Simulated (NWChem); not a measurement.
Species: hydroxide (OH anion); SMILES [OH-]

Program: NWChem. Structure relaxed at the B3LYP/def2-SVPD level. The gas-phase anion has a positive highest level at the geometry level, so the gas reference is doubtful. Level: PBE/def2-SVPD with SMD (1 M gas to 1 M solution), gas-phase geometry. Reactions with the solvent are ignored.

**Question.** Estimate the computed values for solvent toluene. Quantities: solvation free energy (kcal/mol); cavity-dispersion-structure term (kcal/mol).

**Answer.** 
- solvation free energy (kcal/mol) = -42.6
- cavity-dispersion-structure term (kcal/mol) = -0.9
